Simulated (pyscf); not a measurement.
H₂N–Pb:–OH [singlet] + H₂O → HO–Pb:–OH [singlet] + NH₃, a four-centre exchange (singlet surface; N–Pb, H–O broken, O–Pb, H–N formed). PySCF, gas phase, ωB97X-D3(BJ)/def2-SVP geometries. Energies in kcal/mol from the separated reactants.

Small-basis levels: PySCF, no dispersion term, spherical d functions. AM1 to PM7: differences of heats of formation from MOPAC, which are fitted to 298 K values and so differ in kind from electronic energies by zero-point and thermal terms. Cost: rough CPU time at the saddle relative to B3LYP/6-31G*+LANL2DZ, from one job on a shared machine.

```tsv
level	barrier	reaction energy	cost
PBE/6-31G*+LANL2DZ	-19.5	-11.2	1
B3LYP/LANL2DZ	-17.3	-7.9	0.8
B3LYP/6-31G*+LANL2DZ	-15.0	-11.5	1
B3LYP/6-311+G**+LANL2DZ	-7.6	-8.3	2
AM1	11.9	+7.1	under 0.02
PM3	21.9	+0.1	under 0.02
PM7	-5.6	-39.9	under 0.02
ωB97M-D3(BJ)/def2-TZVP	-10.3	-8.9	–
```

Against the last row the barrier runs from -9.2 (PBE/6-31G*+LANL2DZ) to +32.1 kcal/mol (PM3). ωB97M-D3(BJ)/def2-TZVP has limits of its own. On the reactant side the descent ends in an adduct with a O–Pb contact, 14.8 kcal/mol under the separated species and 2.7 kcal/mol under the saddle at ωB97X-D3(BJ)/def2-TZVP. On the product side the descent ends in an adduct with a N–Pb contact, 18.9 kcal/mol under the separated species and 15.4 kcal/mol under the saddle at ωB97X-D3(BJ)/def2-TZVP. At ωB97M-D3(BJ) the saddle lies under the separated reactants, which points to a path from their complex (located at ωB97X-D3(BJ) alone). At ωB97M-D3(BJ) the saddle lies under the separated products, which points to a path from their complex (located at ωB97X-D3(BJ) alone). What is counted as formed (O–Pb) is already present as a longer contact in the reactant adduct; forming that adduct is a step of its own. What is counted as broken (N–Pb) persists as a longer contact in the product adduct; parting that adduct is a step of its own. This is the saddle that the search found; another between the same sides may lie lower. In the def2 sets elements past Kr carry core potentials, without spin-orbit coupling.
